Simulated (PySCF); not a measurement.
Species: CCl3F.
Bonds: F1–C2, C2–Cl3, C2–Cl4, C2–Cl5.

An MMFF94s structure was refined with PBE0-D3(BJ)/def2-SVP geometry optimisation, gas phase in PySCF. Its MMFF94s values:

| coordinate | MMFF94s |
| --- | --- |
| F1–C2 | 1.360 Å |
| C2–Cl3 | 1.775 Å |
| F1–C2–Cl3 | 108.7° |
| Cl3–C2–Cl4 | 110.2° |

Problem. How do these coordinates change at the PBE0-D3(BJ)/def2-SVP level?

Solution. 
```json
{"coordinate": "F1–C2", "PBE0-D3(BJ)/def2-SVP (Å or °)": "1.326", "change": "-0.034"}
{"coordinate": "C2–Cl3", "PBE0-D3(BJ)/def2-SVP (Å or °)": "1.766", "change": "-0.009"}
{"coordinate": "F1–C2–Cl3", "PBE0-D3(BJ)/def2-SVP (Å or °)": "108.6", "change": "-0.1"}
{"coordinate": "Cl3–C2–Cl4", "PBE0-D3(BJ)/def2-SVP (Å or °)": "110.3", "change": "+0.1"}
```

The energy falls by 0.030 eV over 7 energy and gradient evaluations, the largest force component goes from 0.0264 to 1.1e-04 Eh/bohr, and the atoms move by 0.016 Å rms after alignment. The bond that changes most is F1–C2 (alkyl fluorine to CCl3 carbon), which shortens by 0.034 Å. Bonds longer at the end by more than 0.005 Å: 0 of 4; shorter: 4. Rotational constants go from 2419, 2419, 1705 to 2462, 2461, 1719 MHz.

The run used 82 basis functions and 47 SCF cycles in all.

Whether it is a minimum is left open (no frequencies).
